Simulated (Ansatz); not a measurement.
# C4H6ClF: the cost of one run

Program: Ansatz 0.2.0. Level of theory: RKS PBE0-D4/STO-3G. These are calculated values, not measurements.

1 further run of the same task is left out (it didn't finish).

## Step 1: Starting point

Bond lengths: C1–C2 1.495 Å, C2–F3 1.351 Å, C2–C4 1.369 Å, C4–C5 1.479 Å, C4–Cl6 1.761 Å, C1–H7 1.054 Å, C1–H8 1.069 Å, C1–H9 1.171 Å, C5–H10 1.104 Å, C5–H11 1.083 Å, C5–H12 1.072 Å. Angles (14 of 18 angles, heavy atoms first): C1–C2–F3 114.1°, C1–C2–C4 129.8°, F3–C2–C4 115.9°, C2–C4–C5 124.2°, C2–C4–Cl6 120.3°, C5–C4–Cl6 114.9°, C2–C1–H7 112.4°, C2–C1–H8 107.7°, C2–C1–H9 112.2°, C4–C5–H10 105.8°, C4–C5–H11 110.8°, C4–C5–H12 111.8°, H7–C1–H8 112.5°, H7–C1–H9 107.1°.

Coordinates:

```xyz
12

C    -0.6660   -0.9480    1.6156
C    -0.0980   -0.6080    0.2746
F     0.3022   -1.6802   -0.4430
C     0.1524    0.6153   -0.2865
C     0.7133    0.8090   -1.6409
Cl   -0.4192    2.0861    0.4954
H     0.0359   -1.4262    2.2390
H    -1.5420   -1.5404    1.4573
H    -1.0456    0.0007    2.1884
H     1.6083    1.4422   -1.5074
H     0.0011    1.3117   -2.2834
H     1.0345   -0.1173   -2.0753
```

## Step 2: Preparing the start

Input file input.yaml:

```yaml
crystal:
  periodic: [false, false, false]
  atoms:
    - { symbol: C, position_ang: [-0.666, -0.948, 1.6156] }
    - { symbol: C, position_ang: [-0.098, -0.608, 0.2746] }
    - { symbol: F, position_ang: [0.3022, -1.6802, -0.443] }
    - { symbol: C, position_ang: [0.1524, 0.6153, -0.2865] }
    - { symbol: C, position_ang: [0.7133, 0.809, -1.6409] }
    - { symbol: Cl, position_ang: [-0.4192, 2.0861, 0.4954] }
    - { symbol: H, position_ang: [0.0359, -1.4262, 2.239] }
    - { symbol: H, position_ang: [-1.542, -1.5404, 1.4573] }
    - { symbol: H, position_ang: [-1.0456, 0.0007, 2.1884] }
    - { symbol: H, position_ang: [1.6083, 1.4422, -1.5074] }
    - { symbol: H, position_ang: [0.0011, 1.3117, -2.2834] }
    - { symbol: H, position_ang: [1.0345, -0.1173, -2.0753] }
basis:
  gaussian: { orbitals: STO-3G }
hamiltonian:
  xc: pbe0
  dispersion: d4
relax:
  f_tol: 0.02
  max_steps: 40
scf:
  lower_state_search: "off"
```

Launch:

```
ansatz run input.yaml --threads 1 --pin off --max-ram 2048MiB --backend cpu --events-out ev --progress --plain --runs-dir out
```

Q: Estimate wall time and peak memory on 1 thread of Arm Neoverse V2, shared host.

About 14 s, with a peak of 0.12 GiB.
